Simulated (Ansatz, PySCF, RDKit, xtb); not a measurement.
# CH5AlO: a search for the lowest isomer

Task: start from the formula CH5AlO, draw up candidate structures, narrow them down in stages, and characterise the one that lies lowest at 298.15 K.

Plan: many cheap relaxations first (GFN2-xTB), then density-functional screening, relaxation at PBE0-D3(BJ)/pcseg-1, vibrations and a final energy. The numbers are computed, not measured.

4 further runs of the same task are left out: 4 set aside as unsound or not needed.

## (1) Drawing up candidates

A program enumerates the bonding patterns with one Lewis structure each (two rings at most, one unusual centre or charged pair), with their diastereomers. O–O, O–halogen and N–halogen bonds and N–N–N chains are not drawn. That gives 5 candidates.

| label | SMILES | spin |
| --- | --- | --- |
| c097 | C[O][AlH2] | singlet |
| c346 | O[CH2][AlH2] | singlet |
| c397 | [CH3][AlH][OH] | singlet |
| c480 | C=[O+][AlH3-] | singlet |
| c897 | [CH2]1[OH+][AlH2-]1 | singlet |

Candidates are built by distance geometry, with a force field where one applies, in up to four conformers (letters a to d). 7 starts with atoms placed at random are added, to find patterns that the rules miss.

Q: Predict the outcome of this search (final energies at CCSD(T)/def2-TZVP).

| quantity | value |
| --- | --- |
| lowest structure found | [CH3][AlH][OH], singlet, C1 |
| next finalist | C[O][AlH2], singlet, 24.3 kcal/mol higher in G |
| share at equilibrium, among the finalists | 100.0 % |
| harmonic wavenumbers, lowest and highest (PBE0-D3(BJ)/pcseg-1) | 31 and 3951 cm⁻¹ |
| rotational constants, same geometry | 0.809, 0.1933, 0.1607 cm⁻¹ |
| dipole moment (PBE0/def2-TZVPD) | 0.62 D |
| HOMO energy (PBE0/def2-TZVPD) | -8.01 eV |
| LUMO energy (PBE0/def2-TZVPD) | -0.54 eV |
| HOMO–LUMO gap (PBE0/def2-TZVPD) | 7.46 eV |
| lowest excitation (TD-B3LYP/def2-SVPD) | 5.88 eV (f = 0.003) |
| strongest of the states computed, same level | 8.08 eV (f = 0.172) |
| lowest triplet excitation, same level, Tamm-Dancoff | 5.51 eV |
| vertical ionisation energy | 10.24 eV |
| vertical electron affinity | -0.71 eV (unbound: the value depends on the basis) |
| vertical triplet less singlet | +5.52 eV |

The search ends on `[CH3][AlH][OH]`. The margin of 24.3 kcal/mol over the next finalist is beyond the usual error of the last level; it says nothing of structures that weren't ranked. HF/STO-3G, r2SCAN-D4/def2-SVP, PBE0-D3(BJ)/pcseg-1, HF/def2-TZVP and MP2/def2-TZVP already put its bonding pattern lowest among the structures in one piece; GFN2-xTB favours the singlet C[O][AlH2]. The search is not exhaustive (a finite list of starts, one conformer a finalist), so a lower isomer can't be ruled out. Patterns outside the rules of the enumeration were met only by chance. The lowest isomer need not be the one that is made and kept in a bottle, which depends on barriers.
